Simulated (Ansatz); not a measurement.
Input (CCSDT(Q)/cc-pV(D+d)Z; Ansatz, a program for electronic structure): A basis named .json is the Basis Set Exchange file of that set.

Ansatz 0.2 input:
```yaml
crystal:
  periodic: [false, false, false]
  atoms:
    - {symbol: Cl, position_ang: [-0.00000000, -0.00000000, -0.95498874]}
    - {symbol: Cl, position_ang: [0.00000000, 0.00000000, 0.95498874]}
basis:
  gaussian:
    orbitals: cc-pV_D+d_Z.json
total_charge: 1
magnetization: {spin_polarized: true, initial_magnetization: 1}
correlation: {method: ccsdt_q, electrons: outside_noble_gas}
```

Output:

```
Functional definition: HF
integrals: 0.04 GiB planned
803 factors; integrals over basis functions are off by at most 1.7e-7 eV
mean field: 0.17 GiB planned
mean field evaluation 1: about -24994.8382 eV, gradient 6.9e0 eV
mean field evaluation 2: about -24994.8602 eV, gradient 6.9e0 eV
mean field evaluation 4: about -24995.1915 eV, gradient 9.8e-1 eV
mean field evaluation 8: about -24995.1987 eV, gradient 1.7e-3 eV
mean field evaluation 16: about -24995.1739 eV, gradient 1.9e-1 eV
mean field evaluation 32: about -24995.1847 eV, gradient 2.5e-1 eV
mean field evaluation 64: about -24995.1981 eV, gradient 2.4e-1 eV
mean field -24995.19868487 eV, -918.5566093149 hartree, gradient 2.5e-6 eV, S^2 0.765717; 4 other end points of the search recorded, 0 dependent functions left out
10 core orbitals not correlated
reference -24995.19868487 eV, -918.5566093149 hartree; 7, 6 occupied and 29, 30 virtual orbitals, 803 factors
second order -7.41674397 eV of doubles, -0.00000000 eV of singles
coupled cluster: 0.36 GiB planned
cycle   1  -7.89885324 eV  change   -4.8e-1 eV  update   7.8e-2
cycle   2  -8.27704388 eV  change   -3.8e-1 eV  update   3.5e-2
cycle   3  -8.46726133 eV  change   -1.9e-1 eV  update   1.5e-2
cycle   4  -8.45742847 eV  change    9.8e-3 eV  update   3.7e-3
cycle   5  -8.45876880 eV  change   -1.3e-3 eV  update   1.8e-3
cycle   6  -8.46038245 eV  change   -1.6e-3 eV  update   7.5e-4
cycle   7  -8.45991413 eV  change    4.7e-4 eV  update   2.9e-4
cycle   8  -8.45995765 eV  change   -4.4e-5 eV  update   1.3e-4
cycle   9  -8.45998527 eV  change   -2.8e-5 eV  update   4.9e-5
cycle  10  -8.45992550 eV  change    6.0e-5 eV  update   2.2e-5
cycle  11  -8.45995342 eV  change   -2.8e-5 eV  update   9.5e-6
cycle  12  -8.45995558 eV  change   -2.2e-6 eV  update   3.9e-6
cycle  13  -8.45995740 eV  change   -1.8e-6 eV  update   1.6e-6
cycle  14  -8.45995628 eV  change    1.1e-6 eV  update   6.2e-7
perturbative correction -0.02782433 eV, -0.0010225252 hartree
Total energy: -25003.68646548 eV, -918.8685294989 hartree
```
